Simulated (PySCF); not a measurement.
Coordinates in bohr (charge 0 multiplicity 2):
```
S     0.0000    0.0000   -0.3810
F     0.0000    0.0000    2.5549
F     3.0657    0.0000   -0.4783
F     0.0000    3.0657   -0.4783
F    -3.0657    0.0000   -0.4783
F     0.0000   -3.0657   -0.4783
```

All numbers come from UB3LYP/[S def2-TZVP, F def2-TZVP], no relativity, density fitting, PySCF.

This geometry of SF5 is a stationary point at this level.

Q: What is the point group?

A: C4v.

Q: Is it a minimum?

A: Yes: all harmonic wavenumbers are real.

Q: Give the atomic charges and bond orders.

A: 
```csv
atom,Mulliken,Löwdin,polar tensor,spin (Mulliken),Mayer order to S1
S1,0.99,0.50,2.89,0.55,–
F2,-0.15,-0.02,-0.52,-0.01,1.12
"F3,4,5,6",-0.21,-0.12,-0.59,0.11,1.00
```

Q: Give the ideal-gas entropy at 298.15 K and 1 bar by parts.

A: translation 169.3, rotation 100.2, vibration 36.4, spin 5.8; total 311.6 J/(mol K).

Q: What is the atomisation energy, with and without zero-point energy?

A: 1511 kJ/mol without, 1473 kJ/mol with.

Other isomers or separated fragments may lie lower.
